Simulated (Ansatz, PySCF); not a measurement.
This Ansatz (a quantum-chemistry and plane-wave program) input computes a SVWN5/def2-TZVPD energy:

Ansatz 0.2 input:
```yaml
crystal:
  periodic: [false, false, false]
  atoms:
    - {symbol: C, position_ang: [-0.00526853, -0.07818118, 0.25668291]}
    - {symbol: C, position_ang: [0.21432733, -0.71945097, -0.90441436]}
    - {symbol: C, position_ang: [-0.06417696, 0.73770674, -1.00647025]}
    - {symbol: C, position_ang: [-0.11661065, -0.06504015, 1.60843093]}
    - {symbol: H, position_ang: [0.43553374, -1.62494026, -1.43935488]}
    - {symbol: H, position_ang: [0.75052162, 1.42463687, -1.23460956]}
    - {symbol: H, position_ang: [-1.03194270, 1.07391313, -1.37801979]}
    - {symbol: H, position_ang: [0.01552548, -0.97202136, 2.18420501]}
    - {symbol: H, position_ang: [-0.33926529, 0.84820500, 2.14240385]}
basis:
  gaussian:
    orbitals: def2-TZVPD
hamiltonian:
  xc: {name: SVWN5}
magnetization: {spin_polarized: true, initial_magnetization: 1}
output: {forces: true}
```

Write an input for the same energy in PySCF and say what it gives.


```python
from pyscf import gto, scf, dft

mol = gto.M(
    atom='''
    C    -0.00526853   -0.07818118    0.25668291
    C     0.21432733   -0.71945097   -0.90441436
    C    -0.06417696    0.73770674   -1.00647025
    C    -0.11661065   -0.06504015    1.60843093
    H     0.43553374   -1.62494026   -1.43935488
    H     0.75052162    1.42463687   -1.23460956
    H    -1.03194270    1.07391313   -1.37801979
    H     0.01552548   -0.97202136    2.18420501
    H    -0.33926529    0.84820500    2.14240385
    ''',
    basis='def2-tzvpd',
    charge=0,
    spin=1,
    verbose=4,
)

mf = dft.UKS(mol, xc='svwn').density_fit(auxbasis='def2-universal-jkfit')
mf.grids.level = 3
mf.conv_tol = 1e-9
mf.max_cycle = 100
mf.max_memory = 1500
mf.kernel()
if not mf.converged:
    mf = mf.newton()
    mf.kernel(mf.make_rdm1())
for _ in range(2):
    mo, _, stable, _ = mf.stability(return_status=True)
    if stable:
        break
    mf.kernel(mf.make_rdm1(mo, mf.mo_occ))
mf.analyze()
```
It gives -153.89812 Eh, and Ansatz -153.89804 Eh, a difference of 0.08 mEh, from the treatment of integrals and grids.

It need not be the lowest isomer of its formula.
